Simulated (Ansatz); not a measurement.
**H₂N–C, sextet in cc-pVDZ: errors against UCCSDT(Q)**

Geometry: that of the H2N–C, quartet, kept fixed. The quartet lies 7.7 eV lower here.

```xyz
4

N     0.0000    0.0000    0.5481
C     0.0000    0.0000   -0.8171
H     0.0000    0.8633    1.0602
H     0.0000   -0.8633    1.0602
```

Basis cc-pVDZ; Ansatz 0.2.0. Correlated methods freeze the noble-gas cores, which leaves 11 electrons in 36 orbitals. R marks a restricted (for open shells ROHF) determinant, U an unrestricted one. Active spaces: valence = (11e, 10o) chosen from the atoms' valence shells.

Full CI isn't at hand for all of this; UCCSDT(Q) serves as the reference, and is uncertain by about the last step of the cluster series. The frozen core follows each run's orbitals, which can shift R against U totals by a few meV.

For open shells CISD is restricted-active-space CI with the open shells as a complete middle space.

The UHF ⟨S²⟩ is 8.758. The T1 diagnostic (RCCSD) is 0.0160, the largest doubles amplitude (RCCSD) is 0.034 and the T1 diagnostic (UCCSD) is 0.0127.

```tsv
level	E − E(UCCSDT(Q)) (kJ/mol)	share of correlation (%)	wall time
RHF	590.8	0.00	–
UHF	574.7	2.72	–
RMP2	82.4	86.05	–
UMP2	84.4	85.71	–
CISD	39.4	93.32	6 s
RCCSD	15.2	97.43	–
UCCSD	14.8	97.49	–
RCCSD(T)	2.6	99.56	0.99 s
UCCSD(T)	2.4	99.59	0.93 s
BCCD(T)	2.6	99.57	1.1 s
RCCSDT	0.9	99.85	–
UCCSDT	0.7	99.87	–
RCCSDT(Q)	0.2	99.97	13 s
CASSCF (valence space)	471.0	20.28	–
NEVPT2 (valence space)	90.7	84.65	1.8 s
MRCISD (valence space)	27.8	95.29	–
MRCISD+Q (valence space)	2.7	99.54	4.4 s
```

The correlation energy at UCCSDT(Q), counted from RHF, is -6.123 eV. That run took 11 s on 1 thread of Arm Neoverse V2, shared host.

Times hold each run's SCF and search for its determinant on a shared host, so for small cases they say little of a method's own cost; they ran on 1 thread of Arm Neoverse V2.

Natural occupations of CASSCF (valence space) about the gap: 1.980 1.002 1.001 1.001 1.000 0.999 0.019 0.018; effectively unpaired electrons, Σ n²(2−n)², 5.01.
